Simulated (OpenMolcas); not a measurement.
# PH (SMILES [PH]): a chain of runs

Wanted: a series of 9 runs (ROHF/ANO-R0, CASSCF(6,5)/ANO-R1, DMRG(6,5)/ANO-R1) of PH. The setting varied is the bond dimension. 

The calculation is run with OpenMolcas 26.06.

## (1) Starting point

The species is PH (2 atoms), meant as a triplet with charge 0. SMILES: `[PH]`. Geometry: relaxed at PBE0-D4/def2-TZVP.

Bond lengths: P1–H2 1.428 Å.

## (2) A single-point energy at ROHF/ANO-R0 (sfX2C) (run 1)

step1.input

```
&GATEWAY
  Coord
  2
  bohr
  P      0.00000000     0.00000000    -0.02760890
  H      0.00000000     0.00000000     2.67146803
  Basis = ANO-R0
  Group = NoSym

&SEWARD

&SCF
  UHF
  Spin = 3
  PrOrbitals = 0

&RASSCF
  FileOrb = $Project.UnaOrb
  Spin = 3
  Nactel = 2 0 0
  Inactive = 7
  Ras2 = 2
  OutOrbitals = Canonical
  OrbListing = Nothing
```

Command:

```sh
$ export MOLCAS_MEM=1860
$ pymolcas step1.input > step1.log
```

The log of the run, shortened:

```text
--- Start Module: gateway ---
[...]
--- Stop Module: gateway /rc=_RC_ALL_IS_WELL_ ---
[...]
      Basis functions           10
[...]
--- Start Module: scf ---
[...]
       Convergence after  12 Iterations
[...]
::    Total SCF energy                               -341.9756654674
[...]
      Total spin, S                                     1.0028283314
[...]
--- Stop Module: scf /rc=_RC_ALL_IS_WELL_ ---
[...]
--- Start Module: rasscf ---
[...]
      Number of active orbitals                  2
[...]
      Spin quantum number                      1.0
[...]
      Active orbitals                            2
[...]
      Number of CSFs                             1
[...]
      Number of root(s) required                 1
[...]
      Convergence after  6 iterations
[...]
      printout of CI-coefficients larger than  0.05 for root  1
      energy=    -341.973872
      conf/sym  11     Coeff  Weight
             1  uu   1.00000 1.00000
      Natural orbitals and occupation numbers for root  1
      sym 1:   1.000000   1.000000
      ************************************************************************************************************************
      *                                                    Final results                                                     *
[...]
::    RASSCF root number  1 Total energy:   -341.97387221
[...]
      Total electronic charge=   16.000000
      Total            charge=   -0.000000
[...]
      Dipole Moment (debye):
      Origin of the operator (angstrom)=    0.0000    0.0000    0.0304
                   X=  3.8925E-14               Y=  9.2177E-14               Z= -1.4990E-01           Total=  1.4990E-01
      Quadrupole Moment (debye*angstrom):
[...]
--- Stop Module: rasscf /rc=_RC_ALL_IS_WELL_ ---
[...]
```

Run time: 3.6 s. Hardware: 1 thread of Intel Xeon Platinum 8259CL at 2.50GHz (Skylake/Cascade Lake), shared host; peak memory 0.38 GiB.

## (3) The energy at CASSCF(6,5)/ANO-R1 (sfX2C) (run 2)

step2.inp

```
&GATEWAY
  Coord
  2
  bohr
  P      0.00000000     0.00000000    -0.02760890
  H      0.00000000     0.00000000     2.67146803
  Basis = ANO-R0
  Group = NoSym

&SEWARD

&RASSCF
  FileOrb = $CurrDir/step1.RasOrb
  Spin = 3
  Nactel = 6 0 0
  Inactive = 5
  Ras2 = 5
  OrbListing = Nothing
>>> COPY $Project.RunFile RUNFIL1
>>> COPY $Project.RasOrb INPORB

&GATEWAY
  Coord
  2
  bohr
  P      0.00000000     0.00000000    -0.02760890
  H      0.00000000     0.00000000     2.67146803
  Basis = ANO-R1
  Group = NoSym

&SEWARD
>>> COPY $Project.RunFile RUNFIL2

&EXPBAS

&RASSCF
  FileOrb = $Project.ExpOrb
  Spin = 3
  Nactel = 6 0 0
  Inactive = 5
  Ras2 = 5
  OrbListing = Nothing
  OrbAppear = Compact
```

Command:

```sh
$ export MOLCAS_MEM=1860
$ pymolcas step2.inp > step2.log
```

The log of the run, shortened:

```text
--- Start Module: gateway ---
[...]
--- Stop Module: gateway /rc=_RC_ALL_IS_WELL_ ---
[...]
      Basis functions           10
[...]
      Number of active orbitals                  5
[...]
      Spin quantum number                      1.0
[...]
      Active orbitals                            5
[...]
      Number of CSFs                            45
[...]
      Number of root(s) required                 1
[...]
      Convergence after  4 iterations
[...]
      printout of CI-coefficients larger than  0.05 for root  1
      energy=    -341.986574
      conf/sym  11111     Coeff  Weight
             1  22uu0  -0.99171 0.98349
            30  20uu2   0.10043 0.01009
      Natural orbitals and occupation numbers for root  1
      sym 1:   1.995394   1.976567   1.000000   1.000000   0.028039
      ************************************************************************************************************************
      *                                                    Final results                                                     *
[...]
::    RASSCF root number  1 Total energy:   -341.98657432
[...]
      Basis functions           23
[...]
--- Start Module: expbas ---
[...]
--- Stop Module: expbas /rc=_RC_ALL_IS_WELL_ ---
--- Start Module: rasscf ---
[...]
      Convergence after 18 iterations
[...]
      Natural orbitals and occupation numbers for root  1
      sym 1:   1.990623   1.976423   1.000000   1.000000   0.032954
      ************************************************************************************************************************
      *                                                    Final results                                                     *
[...]
::    RASSCF root number  1 Total energy:   -342.12551351
[...]
      Total electronic charge=   16.000000
      Total            charge=   -0.000000
[...]
      Dipole Moment (debye):
      Origin of the operator (angstrom)=    0.0000    0.0000    0.0304
                   X=  1.6057E-10               Y= -1.3266E-09               Z=  6.3411E-01           Total=  6.3411E-01
      Quadrupole Moment (debye*angstrom):
[...]
--- Stop Module: rasscf /rc=_RC_ALL_IS_WELL_ ---
[...]
```

Wall time 5.7 s (1 thread of Intel Xeon Platinum 8259CL at 2.50GHz (Skylake/Cascade Lake), shared host); peak memory 0.38 GiB.

Run 3 isn't shown in full; the table further down has it.

## (4) The energy at DMRG(6,5)/ANO-R1 (sfX2C, bond dimension 4) (run 4)

step4.inp

```
&GATEWAY
 Coord
 2
 bohr
 P      0.00000000     0.00000000    -0.02760890
 H      0.00000000     0.00000000     2.67146803
 Basis=ANO-R1
 Group=NoSym

&SEWARD

&RASSCF
 FileOrb=$CurrDir/step2.RasOrb
 Spin=3
 Nactel=6 0 0
 Inactive=5
 Ras2=5
 OrbListing=Nothing
 OrbAppear=Compact
 DMRG
 RGInput
 nsweeps = 6
 max_bond_dimension = 4
 EndRG
```

Command:

```sh
$ export MOLCAS_MEM=1860
$ pymolcas step4.inp > step4.log
```

The log of the run, shortened:

```text
--- Start Module: gateway ---
[...]
--- Stop Module: gateway /rc=_RC_ALL_IS_WELL_ ---
--- Start Module: seward ---
[...]
      Basis functions           23
--- Stop Module: seward /rc=_RC_ALL_IS_WELL_ ---
[...]
--- Start Module: rasscf ---
[...]
      Number of active orbitals                  5
[...]
      Spin quantum number                      1.0
[...]
      Active orbitals                            5
[...]
      Jacobi-Davidson threshold                   0.100E-10
[...]
      Number of root(s) required                 1
[...]
      Convergence after  4 iterations
[...]
      Natural orbitals and occupation numbers for root  1
      sym 1:   1.990622   1.976423   1.000000   1.000000   0.032955
      ************************************************************************************************************************
      *                                                    Final results                                                     *
[...]
::    RASSCF root number  1 Total energy:   -342.12551350
[...]
      Total electronic charge=   16.000000
      Total            charge=   -0.000000
[...]
      Dipole Moment (debye):
      Origin of the operator (angstrom)=    0.0000    0.0000    0.0304
                   X=  3.0638E-10               Y= -8.3461E-10               Z=  6.3451E-01           Total=  6.3451E-01
      Quadrupole Moment (debye*angstrom):
[...]
--- Stop Module: rasscf /rc=_RC_ALL_IS_WELL_ ---
[...]
```

Run time: 5.1 s. Hardware: 1 thread of Intel Xeon Platinum 8259CL at 2.50GHz (Skylake/Cascade Lake), shared host; peak memory 0.38 GiB.

Runs 5 to 8 aren't shown in full; the table further down has their settings and results.

## (5) A single-point energy at DMRG(6,5)/ANO-R1 (sfX2C, bond dimension 128) (run 9)

step9.inp

```
* HP DMRG-SCF

&GATEWAY
  Coord
  2
  bohr
  P      0.00000000     0.00000000    -0.02760890
  H      0.00000000     0.00000000     2.67146803
  Basis=ANO-R1
  Group=NoSym

&SEWARD

&RASSCF
  FileOrb=$CurrDir/step2.RasOrb
  Spin=3
  Nactel=6 0 0
  Inactive=5
  Ras2=5
  OrbListing=Nothing
  OrbAppear=Compact
  DMRG
  RGInput
  nsweeps = 6
  max_bond_dimension = 128
  EndRG
```

Command:

```sh
$ export MOLCAS_MEM=1860
$ pymolcas step9.inp > step9.log
```

The log of the run, shortened:

```text
--- Start Module: gateway ---
[...]
--- Stop Module: gateway /rc=_RC_ALL_IS_WELL_ ---
--- Start Module: seward ---
[...]
      Basis functions           23
--- Stop Module: seward /rc=_RC_ALL_IS_WELL_ ---
[...]
--- Start Module: rasscf ---
[...]
      Number of active orbitals                  5
[...]
      Spin quantum number                      1.0
[...]
      Active orbitals                            5
[...]
      Jacobi-Davidson threshold                   0.100E-10
[...]
      Number of root(s) required                 1
[...]
      Convergence after  4 iterations
[...]
      Natural orbitals and occupation numbers for root  1
      sym 1:   1.990623   1.976423   1.000000   1.000000   0.032954
      ************************************************************************************************************************
      *                                                    Final results                                                     *
[...]
::    RASSCF root number  1 Total energy:   -342.12551351
[...]
      Total electronic charge=   16.000000
      Total            charge=   -0.000000
[...]
      Dipole Moment (debye):
      Origin of the operator (angstrom)=    0.0000    0.0000    0.0304
                   X= -1.5565E-09               Y= -1.7986E-08               Z=  6.3412E-01           Total=  6.3412E-01
      Quadrupole Moment (debye*angstrom):
[...]
--- Stop Module: rasscf /rc=_RC_ALL_IS_WELL_ ---
[...]
```

Run time: 5.1 s. Hardware: 1 thread of Intel Xeon Platinum 8259CL at 2.50GHz (Skylake/Cascade Lake), shared host; peak memory 0.38 GiB.

## (6) All runs side by side

```tsv
run	level	bond dimension	active rule	energy (Eh)	dipole moment (D) of the reference	wall time
1	ROHF/ANO-R0 (sfX2C)	–	–	-341.973872	0.15	3.6 s
2	CASSCF(6,5)/ANO-R1 (sfX2C)	–	full valence	-342.125514	0.63	5.7 s
3	DMRG(6,5)/ANO-R1 (sfX2C, bond dimension 2)	2	full valence	-342.123198	0.68	14 s
4	DMRG(6,5)/ANO-R1 (sfX2C, bond dimension 4)	4	full valence	-342.125514	0.63	5.1 s
5	DMRG(6,5)/ANO-R1 (sfX2C, bond dimension 8)	8	full valence	-342.125514	0.63	4.8 s
6	DMRG(6,5)/ANO-R1 (sfX2C, bond dimension 16)	16	full valence	-342.125514	0.63	4.8 s
7	DMRG(6,5)/ANO-R1 (sfX2C, bond dimension 32)	32	full valence	-342.125514	0.63	4.8 s
8	DMRG(6,5)/ANO-R1 (sfX2C, bond dimension 64)	64	full valence	-342.125514	0.63	5.1 s
9	DMRG(6,5)/ANO-R1 (sfX2C, bond dimension 128)	128	full valence	-342.125514	0.63	5.1 s
```

Convergence of the total energy of triplet PH with the bond dimension, against the last point:

```tsv
bond dimension	from the last (mEh)	wall time
2	+2.315	14 s
4	+0.000	5.1 s
8	+0.000	4.8 s
16	+0.000	4.8 s
32	+0.000	4.8 s
64	+0.000	5.1 s
128	+0.000	5.1 s
```

Convergence of the dipole moment (CASSCF density) of triplet PH with the bond dimension, against the last point:

```tsv
bond dimension	from the last (D)	wall time
2	+0.0482	14 s
4	+0.0004	5.1 s
8	+0.0000	4.8 s
16	+0.0000	4.8 s
32	+0.0000	4.8 s
64	+0.0000	5.1 s
128	+0.0000	5.1 s
```

## (7) Results

| quantity | value |
| --- | --- |
| run 9, DMRG(6,5)/ANO-R1: total energy | -342.12551 Eh |
| run 9, DMRG(6,5)/ANO-R1: dipole moment (CASSCF density) | 0.63 D |

What this shows: For the total energy of triplet PH to stay within 2 mEh of the last point, 4 is the first point of the series from which all later ones do (5.1 s against 5.1 s). For the total energy of triplet PH to stay within 0.5 mEh of the last point, 4 is the first point of the series from which all later ones do (5.1 s against 5.1 s). For the dipole moment (CASSCF density) of triplet PH to stay within 0.02 D of the last point, 4 is the first point of the series from which all later ones do (5.1 s against 5.1 s). For the dipole moment (CASSCF density) of triplet PH to stay within 0.005 D of the last point, 4 is the first point of the series from which all later ones do (5.1 s against 5.1 s). In run 1 the basis is minimal, so the values are rough. All runs together took 53 s, the longest 14 s.
